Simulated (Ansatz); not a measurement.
Stepwise reaction of `[CH3][Mg][CH3]` with hydrogen chloride, as a gas-phase model of exchange steps in deposition or etching. ΔE in kJ/mol.

Isolated molecules relaxed with PBE0-D4/def2-TZVP in Ansatz; ΔE leaves out vibrations. CBS: MP2 limit from def2 TZ/QZ plus the TZ coupled-cluster correction, frozen cores. This one scheme is used for every species. DFT in def2-TZVPP. B3LYP here is the variant with VWN-RPA as its local correlation; programs differ in this. For Mg outer-core shells are correlated without core-valence functions, which leaves a few kJ/mol of doubt a bond.

```csv
step,reaction,PBE-D4,B3LYP-D4,ωB97M-V,CCSD(T)/CBS
1,`[CH3][Mg][CH3]` + HCl → `[CH3][Mg][Cl]` + CH₄,-220.6,-231.7,-229.3,-226.5
2,`[CH3][Mg][Cl]` + HCl → `[Cl][Mg][Cl]` + CH₄,-200.3,-211.4,-209.4,-208.4
```

Problem. By hand: ΔE of the 2 steps together at CCSD(T)/CBS.

Solution. (-226.5) + (-208.4) = -434.9 kJ/mol, or -217.4 kJ/mol a step.

In ΔE each step is higher than the one before. All are downhill at CCSD(T)/CBS. PBE-D4 differs from CCSD(T)/CBS by 5.9 to 8.1 kJ/mol a step. Isolated molecules leave out the surface, adducts and barriers. Largest T1 diagnostic: 0.008.
